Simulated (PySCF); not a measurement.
## One molecule, a ladder of functionals, a line

Molecule: `CCCCCl`, C4H9Cl.

Geometry (Å), atoms numbered from 1 in this order:
```xyz
14

C    -1.958   -0.076   -0.299
C    -0.479   -0.047   -0.652
C     0.420    0.040    0.575
C     1.889    0.069    0.213
Cl    2.929    0.180    1.666
H    -2.198   -0.941    0.339
H    -2.587   -0.141   -1.200
H    -2.255    0.831    0.251
H    -0.219   -0.949   -1.234
H    -0.273    0.810   -1.318
H     0.233   -0.817    1.244
H     0.178    0.945    1.159
H     2.132    0.936   -0.419
H     2.190   -0.841   -0.326
```

GIAO shieldings (ppm, equivalent atoms averaged) in PySCF on the PBE0-D3(BJ)/def2-SVP geometry, basis pcSseg-1, gas phase, non-relativistic:

| functional | exact exchange (%) | σ(Cl5) |
| --- | --- | --- |
| BLYP | 0 | 802.2 |
| BP86 | 0 | 818.4 |
| PBE | 0 | 817.2 |
| PBE0 | 25 | 850.1 |
| mPW1PW91 | 25 | 848.6 |
| BHandHLYP | 50 | 866.2 |
| HF | 100 | 919.7 |

**Question.** Fit each shielding as a line in the percentage of exact exchange.

**Answer.** σ(Cl5) = 815.7 + 1.06 x (rms 6.6 ppm). The functionals also differ in their semilocal parts, which the line can't hold; Hartree–Fock has no correlation at all.

**Question.** What does the line predict for B3LYP (20 %), and what does the run give?

**Answer.** σ(Cl5): 836.9 predicted, 830.3 computed ppm.
